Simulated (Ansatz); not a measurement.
Working through vertical and adiabatic energies of changing the electron count of CH5FSi, SMILES C[SiH2]F

With Ansatz 0.2.0 through its Python package.

Typed at the interpreter:
```pycon
>>> import itertools
>>> import ansatz as az
>>> from ase import Atoms
>>> from ase.data import atomic_numbers, covalent_radii
>>> import numpy as np
>>> BASIS = "def2-SVP"
>>> FUNCTIONAL = "pbe"
>>> CHARGE = 1
>>> atoms = Atoms(["C", "Si", "F", "H", "H", "H", "H", "H"], positions=[
...     (-0.4865, 0.6442, -0.4114),
...     (0.4359, -0.6469, 0.3952),
...     (1.8937, -0.6288, -0.2188),
...     (-0.5107, 0.5458, -1.5091),
...     (-1.5591, 0.7122, -0.062),
...     (-0.087, 1.6878, -0.2491),
...     (0.5379, -0.4151, 1.8657),
...     (-0.1319, -1.9564, 0.1336),
... ])
>>> system = az.Crystal.molecule_from_ase(atoms)
>>> calculation = (
...     system.calculation()
...     .basis(gaussian=BASIS)
...     .functional(FUNCTIONAL)
... )
>>> symbols = [site.symbol for site in system.cartesian_sites]
>>> start = np.array([site.position_ang for site in system.cartesian_sites], dtype=float)
>>> r = calculation.relax(force_tolerance=0.01).run(threads=1, backend="cpu").report
>>> end = np.array(r["positions_ang"])
>>> minimum = az.Crystal.molecule()
>>> for symbol, place in zip(symbols, end):
...     minimum = minimum.atom(symbol, place.tolist())
...
>>> ion = (
...     minimum.calculation()
...     .basis(gaussian=BASIS)
...     .functional(FUNCTIONAL)
...     .charge(CHARGE)
...     .spin("collinear", total=1)
... )
>>> vertical = ion.run(threads=1, backend="cpu").report
>>> settled = ion.relax(force_tolerance=0.01, max_steps=80).run(threads=1, backend="cpu").report
>>> print(f"vertical ionisation energy   {vertical['free_energy_ev'] - r['free_energy_ev']:.3f} eV")
vertical ionisation energy   11.154 eV
>>> print(f"adiabatic, no zero point     {settled['free_energy_ev'] - r['free_energy_ev']:.3f} eV")
adiabatic, no zero point     10.522 eV
>>> print(f"relaxation energy of the ion {vertical['free_energy_ev'] - settled['free_energy_ev']:.3f} eV")
relaxation energy of the ion 0.632 eV
>>> ionised = np.array(settled["positions_ang"])
>>> # pairs closer than 1.2 times the sum of covalent radii, before or after
>>> radius = [covalent_radii[atomic_numbers[s]] for s in symbols]
>>> span = lambda where, i, j: np.linalg.norm(where[i] - where[j])
>>> bonded = [(i, j) for i, j in itertools.combinations(range(len(symbols)), 2) if min(span(end, i, j), span(ionised, i, j)) < 1.2 * (radius[i] + radius[j])]
>>> print("pair        before    after (A)")
pair        before    after (A)
>>> for i, j in bonded:
...     print(f"{symbols[i]}{i}-{symbols[j]}{j}".ljust(10), f"{span(end, i, j):8.4f} {span(ionised, i, j):8.4f}")
...
C0-Si1       1.8732   2.1416
C0-H3        1.1087   1.1080
C0-H4        1.1101   1.1091
C0-H5        1.1087   1.1079
Si1-F2       1.6447   1.6071
Si1-H6       1.5033   1.4931
Si1-H7       1.5034   1.4930
>>> for first, second in list(itertools.combinations(bonded, 2)):
...     shared = set(first) & set(second)
...     if shared and symbols[(j := shared.pop())] != "H":
...         i, k = sorted((set(first) | set(second)) - {j})
...         u, v = ionised[i] - ionised[j], ionised[k] - ionised[j]
...         angle = np.degrees(np.arccos(np.clip(u @ v / np.linalg.norm(u) / np.linalg.norm(v), -1, 1)))
...         print(f"final angle {symbols[i]}{i}-{symbols[j]}{j}-{symbols[k]}{k}: {angle:.2f} deg")
...
final angle Si1-C0-H3: 98.94 deg
final angle Si1-C0-H4: 98.38 deg
final angle Si1-C0-H5: 99.04 deg
final angle C0-Si1-F2: 100.48 deg
final angle C0-Si1-H6: 99.68 deg
final angle C0-Si1-H7: 99.76 deg
final angle H3-C0-H4: 117.69 deg
final angle H3-C0-H5: 117.77 deg
final angle H4-C0-H5: 117.68 deg
final angle F2-Si1-H6: 113.09 deg
final angle F2-Si1-H7: 113.09 deg
final angle H6-Si1-H7: 124.97 deg
```

The energies are electronic: no zero-point or thermal terms, and the basis set is short of its limit. The product may relax into another structure. Each relaxation finds its nearest minimum, which needn't be the lowest. Run time: 50 s on 1 thread of Arm Neoverse V1 (shared host), peak memory 0.23 GiB.
